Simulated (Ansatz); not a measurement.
Total energies of AlH4N (`[NH2][AlH2]`).

```xyz
6

N     0.321    0.632    0.614
Al   -0.284   -0.558   -0.542
H     0.801    1.482    0.368
H     0.236    0.557    1.615
H    -0.059   -0.273   -2.084
H    -1.016   -1.840    0.029
```

The species carries charge 0 and has multiplicity 1. The structure was optimised at the PBE0-D4/def2-TZVP level. Basis def2-TZVPP, Ansatz 0.2.0.

RPA on PBE orbitals: Hartree–Fock energy of these orbitals -298.73014 Eh, correlation -0.53838 Eh (frozen core).

```json
{"functional": "LDA (SPW92)", "energy without D4 (Eh)": "-298.09776", "D4 term (kJ/mol)": "–"}
{"functional": "BLYP", "energy without D4 (Eh)": "-299.62246", "D4 term (kJ/mol)": "-13.8"}
{"functional": "r2SCAN", "energy without D4 (Eh)": "-299.57873", "D4 term (kJ/mol)": "-1.4"}
{"functional": "B97M-V", "energy without D4 (Eh)": "-299.57850", "D4 term (kJ/mol)": "–"}
{"functional": "B3LYP", "energy without D4 (Eh)": "-299.67195", "D4 term (kJ/mol)": "-10.0"}
{"functional": "r2SCANh", "energy without D4 (Eh)": "-299.57379", "D4 term (kJ/mol)": "-1.5"}
{"functional": "HSE06 (plane-wave form)", "energy without D4 (Eh)": "-299.44596", "D4 term (kJ/mol)": "-4.7"}
{"functional": "BHLYP", "energy without D4 (Eh)": "-299.61010", "D4 term (kJ/mol)": "-7.6"}
{"functional": "ωB97M-V", "energy without D4 (Eh)": "-299.59197", "D4 term (kJ/mol)": "–"}
{"functional": "B2PLYP", "energy without D4 (Eh)": "-299.47850", "D4 term (kJ/mol)": "–"}
```

(1) Give the same for PBE, revPBE, PBE0, r2SCAN0, CAM-B3LYP, LC-ωPBE, ωB97X-V, PBE-QIDH. (Best estimate.)

B3LYP takes the VWN-RPA correlation (the form of Gaussian; ORCA's B3LYP/G). HSE06 is the plane-wave form, built on full-range PBE exchange. The double hybrids freeze the cores in their second-order part.

Results:

(1) Computed: 
```
functional  energy without D4 (Eh)  D4 term (kJ/mol)
       PBE              -299.42592              -6.1
    revPBE              -299.56812             -19.5
      PBE0              -299.45543              -5.1
   r2SCAN0              -299.56683              -1.7
 CAM-B3LYP              -299.62270              -5.1
   LC-ωPBE              -299.52612                 –
   ωB97X-V              -299.58170                 –
  PBE-QIDH              -299.36149                 –
```

LC-ωPBE has ω = 0.4 bohr⁻¹.
